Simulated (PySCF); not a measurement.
Compound: alpha-epichlorohydrin, C₃H₅ClO.
SMILES with atom numbers: `[Cl:1][CH2:2][C@@H:3]1[CH2:4][O:5]1` (hydrogens: H6, H7 on C2; H8 on C3; H9, H10 on C4)

The same species was optimised twice, with GFN2-xTB and with PBE0-D3(BJ)/def2-SVP (PySCF), and the same property calculations (PySCF, gas phase) were run on both structures.

| coordinate | GFN2-xTB | PBE0-D3(BJ)/def2-SVP | change |
| --- | --- | --- | --- |
| C3–O5 (Å) | 1.394 | 1.409 | +0.015 |
| C4–H10 (Å) | 1.084 | 1.098 | +0.014 |
| C4–O5 (Å) | 1.399 | 1.412 | +0.013 |
| C4–H9 (Å) | 1.084 | 1.097 | +0.013 |
| C3–H8 (Å) | 1.087 | 1.099 | +0.012 |
| C2–H7 (Å) | 1.090 | 1.099 | +0.009 |
| C2–H6 (Å) | 1.090 | 1.098 | +0.008 |
| C2–C3 (Å) | 1.506 | 1.500 | -0.006 |
| C3–C4 (Å) | 1.465 | 1.461 | -0.004 |
| Cl1–C2 (Å) | 1.784 | 1.785 | +0.001 |
| C2–C3–O5 (°) | 116.8 | 115.1 | -1.7 |
| H6–C2–H7 (°) | 110.0 | 108.8 | -1.2 |
| C3–O5–C4 (°) | 63.3 | 62.3 | -1.0 |
| Cl1–C2–C3 (°) | 109.5 | 110.5 | +1.0 |
| Cl1–C2–H6 (°) | 107.9 | 108.5 | +0.6 |
| C3–C4–O5 (°) | 58.2 | 58.7 | +0.5 |
| C3–C2–H6 (°) | 110.7 | 110.3 | -0.4 |
| C4–C3–O5 (°) | 58.5 | 58.9 | +0.4 |
| Cl1–C2–C3–C4 (°) | -86 | -92 | -6 |

Rotational constants: A = 12910, B = 2090, C = 1931 MHz (GFN2-xTB) against A = 13238, B = 2038, C = 1896 MHz (PBE0-D3(BJ)/def2-SVP). Point groups within 0.08 Å: C1 and C1.

On the GFN2-xTB structure: HOMO (eV) -8.15 [PBE0/pcSseg-1]; LUMO (eV) 0.68 [PBE0/pcSseg-1]; dipole (D) 0.42 [PBE0/pcSseg-1]; GIAO shielding of Cl1 (ppm) 887.4 [PBE0/pcSseg-1]; GIAO shielding of C2 (ppm) 134.3 [PBE0/pcSseg-1]; GIAO shielding of C3 (ppm) 136.9 [PBE0/pcSseg-1]; GIAO shielding of C4 (ppm) 141.7 [PBE0/pcSseg-1]; GIAO shielding of O5 (ppm) 307.1 [PBE0/pcSseg-1].

What do these properties become on the PBE0-D3(BJ)/def2-SVP structure?

```csv
property,level,on GFN2-xTB,on PBE0-D3(BJ)/def2-SVP,change
HOMO (eV),PBE0/pcSseg-1,-8.15,-8.19,-0.04
LUMO (eV),PBE0/pcSseg-1,0.68,0.69,+0.01
dipole (D),PBE0/pcSseg-1,0.42,0.57,+0.15
"energy, GFN2-xTB geometry as zero (kcal/mol)",PBE0/pcSseg-1,0.0,-0.5,-0.5
GIAO shielding of Cl1 (ppm),PBE0/pcSseg-1,887.4,889.8,+2.4
GIAO shielding of C2 (ppm),PBE0/pcSseg-1,134.3,133.4,-0.9
GIAO shielding of C3 (ppm),PBE0/pcSseg-1,136.9,134.9,-1.9
GIAO shielding of C4 (ppm),PBE0/pcSseg-1,141.7,137.5,-4.2
GIAO shielding of O5 (ppm),PBE0/pcSseg-1,307.1,304.8,-2.3
```

The heavy atoms differ by 0.044 Å rms after alignment. Among all bonds C3–O5 and C4–H10 change most and about equally (+0.014 to +0.015 Å). Changes are differences of the printed values. Neither structure is proved a minimum here.

Shape of the structure used: `[Cl:1][CH2:2][C@@H:3]1[CH2:4][O:5]1`: Cl1–C2–C3–C4 -92°.
